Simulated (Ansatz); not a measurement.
Compare A (`NC1CCC1`) with its isomer B (`CC1CCN1`).

Calculated with Ansatz (gas phase, PBE0-D4/def2-TZVP geometries, no zero-point term in ΔE). CCSD(T)/CBS is the MP2 limit (def2-TZVPP, def2-QZVPP) plus CCSD(T) − MP2 in def2-TZVPP, frozen cores. Functionals use def2-TZVPP. Each species was taken in one conformer, which may not be the lowest.

Q: Which isomer does CCSD(T)/CBS put lower? Give the gap. (Best estimate.)

A: Ansatz gave: A, by 23.3 kJ/mol.

Q: Give E(B) − E(A) in kJ/mol with PBE-D4, B2PLYP, ωB97M-V, PBE0-D4, CCSD(T)/def2-TZVPP, MP2/def2-TZVPP, CCSD/def2-TZVPP. (Estimate.)

A: The calculation gave: PBE-D4 22.2, B2PLYP 21.8, ωB97M-V 21.9, PBE0-D4 23.1, CCSD(T)/def2-TZVPP 22.1, MP2/def2-TZVPP 24.8, CCSD/def2-TZVPP 22.0. None reverses the order clearly.

Largest T1 diagnostic: 0.009.

In def2-TZVPP, CCSD(T) changes the Hartree–Fock value by +3.4 kJ/mol (the triples alone add +0.2 kJ/mol) and MP2 by +6.1 kJ/mol.
